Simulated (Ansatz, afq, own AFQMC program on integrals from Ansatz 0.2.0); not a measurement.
**BSiH3, singlet: a scan with AFQMC**

```xyz
5

Si    0.0000    0.0000    0.5052
B     0.0000    0.0000   -1.3160
H     0.0000    1.2660    1.2662
H     0.0000   -1.2660    1.2662
H     0.0000    0.0000   -2.4954
```

The Si1–B2 distance is changed with both sides rigid. Energies in eV count from this geometry (1.821 Å) at the same level; the start stands on RHF, each point on the determinant named.

Basis cc-pVDZ. Noble-gas cores (and the filled d shells of Ga–Kr and In–Xe) are frozen. Integrals, coupled cluster, full CI and functionals: Ansatz 0.2.0; the random walks run on the same integrals in our own AFQMC program. The CISD trial takes its coefficients from CCSD amplitudes. Released means that phaseless walkers are propagated on without the constraint, phases kept. Error bars are statistical, one sigma.

Cautions, each for one point or more: (T) is large; CCSDT(Q) on the UHF determinant differs, perhaps since the unrestricted series falls towards higher spin; higher spins were not checked; restricted determinant unstable towards unrestricted; strong correlation.

```json
{"r(Si1–B2) / Å": "1.678", "det.": "RHF", "T1": "0.018", "weight": "0.87", "CCSD(T)": "0.473", "ph-AFQMC/CISD": "0.444 ± 0.021", "released AFQMC": "0.461 ± 0.021*", "CCSDT(Q)": "0.478", "r2SCAN": "0.395", "B2PLYP": "0.391"}
{"r(Si1–B2) / Å": "2.011", "det.": "RHF", "T1": "0.018", "weight": "0.85", "CCSD(T)": "0.215", "ph-AFQMC/CISD": "0.218 ± 0.022", "released AFQMC": "0.208 ± 0.024*", "CCSDT(Q)": "0.208", "r2SCAN": "0.292§", "B2PLYP": "0.371§"}
{"r(Si1–B2) / Å": "2.538", "det.": "RHF", "T1": "0.046", "weight": "0.77", "CCSD(T)": "2.308", "ph-AFQMC/CISD": "2.394 ± 0.026", "released AFQMC": "2.350 ± 0.040*", "CCSDT(Q)": "2.278", "r2SCAN": "2.385§", "B2PLYP": "2.642§"}
{"r(Si1–B2) / Å": "3.306", "det.": "RHF†", "T1": "0.012", "weight": "0.81", "CCSD(T)": "3.898", "ph-AFQMC/CISD": "3.884 ± 0.023", "released AFQMC": "3.893 ± 0.032*", "CCSDT(Q)": "3.888", "r2SCAN": "3.998§", "B2PLYP": "4.030§"}
{"r(Si1–B2) / Å": "4.817", "det.": "RHF†", "T1": "0.013", "weight": "0.83", "CCSD(T)": "3.478", "ph-AFQMC/CISD": "3.476 ± 0.021", "released AFQMC": "3.466 ± 0.029*", "CCSDT(Q)": "3.493", "r2SCAN": "4.092§", "B2PLYP": "3.869§"}
```

Weight is that of the determinant in the CISD state; at the start T1 is 0.017 and the weight 0.86. An asterisk marks released energies that aren't shown to be converged. A dagger marks points whose determinant fills other symmetries than the start's, so the wave-function levels may follow another state there, or a degenerate partner. § marks a functional whose ⟨S²⟩ is too high by over 0.1 (r2SCAN at the start too). Largest departures from CCSDT(Q), at the points where its series has closed: CCSD(T) -0.015 eV at 4.817 (on RHF), ph-AFQMC/CISD -0.033 eV at 1.678 (on RHF) (within the noise). The functionals aren't scored here. In this small basis the wave-function levels are far from their limit, so their gap to the functionals isn't the functionals' error.

Some points may be missing: those where a free walk finds a much lower state, and past Zn most of those on another determinant than at the start.

A walk keeps the symmetry of its determinant, which the program's search chose and which needn't be the lowest solution, so a lower state of the same spin and another symmetry isn't excluded.
